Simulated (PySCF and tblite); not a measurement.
The numbers below are computed, except where a source is named.
1,3-Butadiene, 2-methyl-, C₅H₈, numbered as in [CH2:1]=[CH:2][C:3](=[CH2:4])[CH3:5].

Free energies: PBE0-D3(BJ)/pcSseg-1 on PBE0-D3(BJ)/def2-SVP structures plus GFN2-xTB thermal terms, symmetry and mirror images included. Conformers within 3 kcal/mol (GFN2-xTB free energy) were kept, 4 at most. Programs: PySCF with density fitting and tblite.

Rotational constants are equilibrium values for the commonest isotopes; dipoles come from the energy level named.

Torsions listed: C1–C2–C3–C5. Of a mirror pair one member is shown.

```tsv
conformer	shape	symmetry
1	0°	Cs
2	145°	C1 (pair)
```

(1) Give the rotational constants and dipole components, as needed to look for these species in a jet-cooled rotational spectrum.

(2) Which type of transition is strongest for conformer 1?

Answers

(1) 
```tsv
conformer	A (MHz)	B (MHz)	C (MHz)	abs μa (D)	abs μb (D)	abs μc (D)	κ	Ic−Ia−Ib (u Å²)
1	8550	4172	2854	0.05	0.28	0.00	-0.54	-3.2
2	8845	3910	2846	0.18	0.37	0.03	-0.65	-8.8
```

(2) b-type, since that component is clearly the largest; the top is asymmetric (κ = -0.54).
